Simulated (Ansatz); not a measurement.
Results of HSE06 in Ansatz (plane waves, PAW) for fcc Pd.

Run with plane-wave cutoff 460 eV, 14×14×14 k mesh, Fermi–Dirac smearing 0.05 eV, scalar-relativistic PAW data made under PBE.

Energies at three volumes about the minimum:

| V (Å³/atom) | E − E_lowest (meV/atom) |
|---|---|
| 14.556 | 5.18 |
| 15.036 | 0.00 |
| 15.302 | 4.31 |

Problem. Fit a parabola by hand: where is the minimum, what lattice constant follows, and what is the bulk modulus?

Solution. Slopes: (0.00 − 5.18)/(15.036 − 14.556) = -10.792 and (4.31 − 0.00)/(15.302 − 15.036) = 16.203 meV/Å³. Curvature E″ = 2 × (16.203 − (-10.792))/(15.302 − 14.556) = 72.373 meV/Å⁶. From the middle of the first interval, the slope vanishes at V0 = 14.7960 − (-10.792)/72.373 = 14.945 Å³/atom. B = V0 E″ = 14.945 × 72.373 meV/Å³ × 0.1602 GPa per meV/Å³ = 173 GPa. With 4 atoms in the cube, a = (4 × 14.945)^(1/3) = 3.910 Å. The full Birch–Murnaghan fit to all volumes gives V0 = 14.934 Å³/atom and B0 = 175 GPa.

Measured, for comparison: bulk modulus 195 GPa (zero-point energy and finite temperature contributions removed, sources range from 187 to 198; as tabulated in doi:10.1021/acs.jctc.3c00612); lattice constant a 3.876 Å (static lattice: zero-point anharmonic expansion removed; as tabulated in Mejia-Rodriguez and Trickey (2018), arXiv:1807.09216). Computed less measured: bulk modulus -10 % (-6 % to -12 % over the range).

Ansatz is a first-principles code.
